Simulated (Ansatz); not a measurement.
# Redistribution: CH2N2 + SiH3(CH3) → SiH3(CN) + CH5N

Gas-phase species: CH2N2 (cyanamide) `N#CN`, singlet; SiH3(CH3) (methylsilane), singlet; SiH3(CN), singlet; CH5N `CN`, singlet. The partners trade NH2 for SiH3; both sit on C, so the bond types are kept.

Shapes, held fixed at every level: PBE0-D4/def2-TZVP. Programs: Ansatz 0.2.0. The zero-point and thermal change to 298 K, harmonic and unscaled (PBE0-D4/def2-TZVP), is +4.8 kJ/mol.

```json
{"level": "HF/def2-SVP", "kind": "Hartree–Fock", "ΔH(298 K) (kJ/mol)": "+7.5", "less CCSD(T)/CBS estimate": "+6.8"}
{"level": "HF/def2-TZVPP", "kind": "Hartree–Fock", "ΔH(298 K) (kJ/mol)": "+1.2", "less CCSD(T)/CBS estimate": "+0.5"}
{"level": "PBE-D4/def2-TZVPP", "kind": "GGA", "ΔH(298 K) (kJ/mol)": "+22.8", "less CCSD(T)/CBS estimate": "+22.1"}
{"level": "r2SCAN-D4/def2-TZVPP", "kind": "meta-GGA", "ΔH(298 K) (kJ/mol)": "+20.4", "less CCSD(T)/CBS estimate": "+19.7"}
{"level": "B2PLYP/def2-TZVPP", "kind": "double hybrid", "ΔH(298 K) (kJ/mol)": "+7.7", "less CCSD(T)/CBS estimate": "+7.0"}
{"level": "CCSD(T)/def2-SVP", "kind": "coupled cluster or CI", "ΔH(298 K) (kJ/mol)": "+5.6", "less CCSD(T)/CBS estimate": "+4.9"}
{"level": "CCSD(T)/CBS estimate", "kind": "coupled cluster or CI", "ΔH(298 K) (kJ/mol)": "+0.7", "less CCSD(T)/CBS estimate": "0.0"}
```

The highest level, CCSD(T)/CBS estimate, gives ΔH(298 K) = +0.7 kJ/mol; the levels span +0.7 to +22.8. That is about zero within the method's error. The column of differences is taken from that level and isn't an error. No measured value is set beside it here. The CBS estimate extrapolates MP2 from def2-TZVPP and def2-QZVPP and adds CCSD(T) − MP2 in the triple-zeta set, cores frozen. CCSD(T)/CBS estimate lies outside the range of the other correlated levels here, so it shouldn't be taken on trust.
